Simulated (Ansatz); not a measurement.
**CH₂Al+ (quintet): wave-function methods side by side, def2-QZVPP**

One table from this session's results is given with a row withheld; the runs are named, their logs left out.

Program: Ansatz 0.2.0, Gaussian basis. Level of theory: def2-QZVPP, core rule «outside noble gas», up to 6 orbitals frozen. These are calculated values, not measurements.

The runs, in order: UHF; ROHF; CCSD(T) on UHF.

## What is computed

The geometry is a PBE0/def2-TZVP stationary point (not a proven minimum) of the parent state, kept for this charge and spin.

4 atoms, charge 1, spin multiplicity 5.

Atoms are counted from 1 here; the program's logs count them from 0.

Bond lengths: Al1–C2 1.923 Å, Al1–H3 1.613 Å, C2–H4 1.088 Å. Angles: C2–Al1–H3 117.5°, Al1–C2–H4 152.8°.

The first run:

Contents of in.yaml:

```yaml
crystal:
  periodic: [false, false, false]
  atoms:
    - {symbol: Al, position_ang: [0.000000, -0.074388, 0.613390]}
    - {symbol: C, position_ang: [0.000000, 0.010117, -1.308029]}
    - {symbol: H, position_ang: [0.000000, 1.321704, 1.420502]}
    - {symbol: H, position_ang: [0.000000, 0.549036, -2.253748]}
basis:
  gaussian: {orbitals: "def2-QZVPP.json"}
total_charge: 1
magnetization: {spin_polarized: true, initial_magnetization: 4}
hamiltonian: {xc: hf}
output: {orbitals: {seedname: orbitals}}
```

Command:

```bash
ansatz run in.yaml --threads 1 --pin off --events-out ev --progress --plain --max-ram 2393MiB
```

Among the steps run: UHF; ROHF; CCSD(T) on UHF.

One of the session's tables, all rows but one given; the rest of the session is left out.

It belongs to the step «Misses and costs». 

| method | from UCCSD(T) (meV) |
| --- | --- |
| ROHF | +5016.0 |
| UHF | +4750.8 |
| UMP2 | ? |
| UCCSD | +199.9 |
| UCCSD(T) | 0 |

**Question.** Estimate the row for UMP2.

**Answer.** from UCCSD(T) (meV): +868.7. In the column «from UCCSD(T) (meV)» it lies between UCCSD (+199.9) and UHF (+4750.8).
